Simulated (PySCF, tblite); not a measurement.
Species: SiH₃ (doublet state).
InChI=1S/H3Si/h1H3

The geometry is computed with GFN2-xTB (gas phase). This method treats the open shell by occupation alone, without spin polarisation.

Take the most abundant isotopes and a rigid rotor. 

Give the principal moments of inertia and the rotational constants in MHz.

Ia = 3.30, Ib = 3.30, Ic = 6.05 u·Å²; 505379 MHz·u·Å²/I gives A = 153341, B = 153105, C = 83593 MHz.

Classify the top.

An oblate symmetric top, as the point group C3v requires two equal moments; the computed ones differ by 0.15 % because the geometry is symmetric only within the optimiser's tolerance; Ray's κ = 0.993.

What does the inertial defect say?

Not planar: Δ = Ic − Ia − Ib = -0.55 u·Å². For a rigid frame Δ = −2 Σ m c², so Σ m c² = 0.28 u·Å² lies off the ab plane: 0.25 from hydrogen and 0.03 from heavier atoms. The atom farthest from that plane is 0.29 Å away.

Give the other two planar moments, Paa and Pbb, and the rms extents of the mass along the axes.

Paa = Σ m a² = (Ib + Ic − Ia)/2 = 3.03 and Pbb = Σ m b² = (Ia + Ic − Ib)/2 = 3.02 u·Å². With the mass M = 31.00 u, the rms extents √(P/M) along a, b and c are 0.31, 0.31, 0.09 Å.

Estimate the classical rotational partition function at 200 K, 298.15 K and 500 K.

Point group C3v, symmetry number σ = 3; q = (√π/σ)·√((kT/h)³/(ABC)), k/h = 20836.6 MHz/K: 113 at 200 K, 207 at 298.15 K, 448 at 500 K.

For this open shell read J as N, the rotation without spin; fine and hyperfine splittings come on top. Its GFN2-xTB frequencies are all real (lowest 492 cm⁻¹). Constants of a rigid frame at the computed geometry: no zero-point averaging, no centrifugal distortion.
